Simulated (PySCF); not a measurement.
Carbon disulfide, SMILES S=C=S at its B3LYP/def2-SVP optimised geometry (Å):

```
3

S     -1.5618     0.0001     0.0001
C      0.0000    -0.0001     0.0000
S      1.5618    -0.0001     0.0000
```

Level of theory: B3LYP/def2-TZVP run with PySCF 2.14.0.

Map of the log10 of the electron density (e/bohr³), floored at −4 on the plane z = 1.5 Å:

```
|000000000000000000000000000|
|000000000000000000000000000|
|000000000000000000000000000|
|000000000000000000000000000|
|000000000000000000000000000|
|000000000000000000000000000|
|000000011110000011110000000|
|000001233322111223332100000|
|000123445444333444544320000|
|000234566665545566665432000|
|001346777776666677777643100|
|002357889887777788988753200|
|002467899998888899998764200|
|002467999998888899999764200|
|002467899998888899998764200|
|002357889887777788988753200|
|001346777776666677777643100|
|000234566665545566665432000|
|000123445444333444544321000|
|000001233322111223332100000|
|000000011110000011110000000|
|000000000000000000000000000|
|000000000000000000000000000|
|000000000000000000000000000|
|000000000000000000000000000|
|000000000000000000000000000|
|000000000000000000000000000|
```
Scale: ten equal steps from -4.00 (start of '0') to -1.92 (end of '9'), in the order '0123456789'; x runs from -4.00 to 4.00, y from -4.00 (bottom) to 4.00 (top).
